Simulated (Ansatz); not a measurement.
H4SSi, SMILES `[SiH3]S`. The species carries charge 0 and has multiplicity 1.

```xyz
6

Si    0.430    0.257    0.166
S    -1.656   -0.173   -0.014
H     1.173   -0.879    0.766
H     0.499    1.436    1.062
H     1.036    0.584   -1.149
H    -1.482   -1.225   -0.832
```

Task: Give the diagnostics of a CCSD(T)/def2-TZVPP run (frozen core, Ansatz). (Best estimate.)

Result: Computed: T1 = 0.0106, largest single amplitude 0.013, largest double 0.028, (T) share of the correlation energy 3.7 %, 8 CCSD cycles. The RHF solution is stable towards an unrestricted one. T1 lies under the customary mark of 0.02 for closed shells.
